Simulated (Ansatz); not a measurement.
Isolated molecules relaxed with PBE0-D4/def2-TZVP in Ansatz; ΔE leaves out vibrations. CBS: MP2 limit from def2 TZ/QZ plus the TZ coupled-cluster correction, frozen cores. This one scheme is used for every species. Functionals use def2-TZVPP. B3LYP here is the variant with VWN-RPA as its local correlation; programs differ in this.

`CO[SiH]` → `[SiH2]` + `C=O`  (β-hydride elimination)

`CO[SiH]`:

Z-matrix (Å, degrees):
```
C
O 1 1.410
H 1 1.095 2 110.9
H 1 1.092 2 109.2 3 120.7
H 1 1.092 2 109.2 3 -120.7
Si 2 1.639 1 130.6 3 0.2
H 6 1.552 2 97.1 1 -0.0
```

`[SiH2]`:

Z-matrix (Å, degrees):
```
Si
H 1 1.525
H 1 1.525 2 91.2
```

`C=O`:

Z-matrix (Å, degrees):
```
C
O 1 1.195
H 1 1.109 2 122.0
H 1 1.109 2 122.0 3 -180.0
```

**Question.** Is it downhill or uphill in electronic energy at CCSD(T)/CBS, and by how much? (Estimate.)

**Answer.** Ansatz gave: Uphill: ΔE = +2.60 eV.

**Question.** What do these levels give: B3LYP-D4, r2SCAN0-D4, ωB97X-V, ωB97M-V, PBE, PBE0, B3LYP, LC-ωPBE, CCSD(T)/def2-SVP, HF/def2-TZVPP, MP2/def2-TZVPP, CCSD(T)/def2-TZVPP? (Estimate.)

**Answer.** Computed: B3LYP-D4 2.58, r2SCAN0-D4 2.77, ωB97X-V 2.64, ωB97M-V 2.64, PBE 2.56, PBE0 2.65, B3LYP 2.47, LC-ωPBE 2.69, CCSD(T)/def2-SVP 2.24, HF/def2-TZVPP 2.29, MP2/def2-TZVPP 2.67, CCSD(T)/def2-TZVPP 2.52 eV.

**Question.** What do rigid-rotor, harmonic-oscillator terms from PBE0-D4/def2-TZVP frequencies (298.15 K, 1 bar) make of the CCSD(T)/CBS value? (Best estimate.)

**Answer.** Ansatz gave: ΔZPE = -0.30 eV, ΔH = +2.37 eV, ΔS = 147 J/(mol·K), ΔG = +1.92 eV.

Largest T1 diagnostic among the species: 0.015.

Leaving LDA and LC-ωPBE aside and taking each functional with its dispersion term where it has one, the values, not all of them listed here, spread over 0.30 eV, from BLYP-D4 to r2SCAN0-D4. LDA lies +0.55 eV from PBE without D4. From BLYP to BHLYP (50 % exact exchange), in def2-TZVPP and without D4, ΔE moves by +0.26 eV. In def2-TZVPP, CCSD(T) changes the Hartree–Fock value by +0.23 eV (the triples alone add +0.02 eV) and MP2 by +0.37 eV.
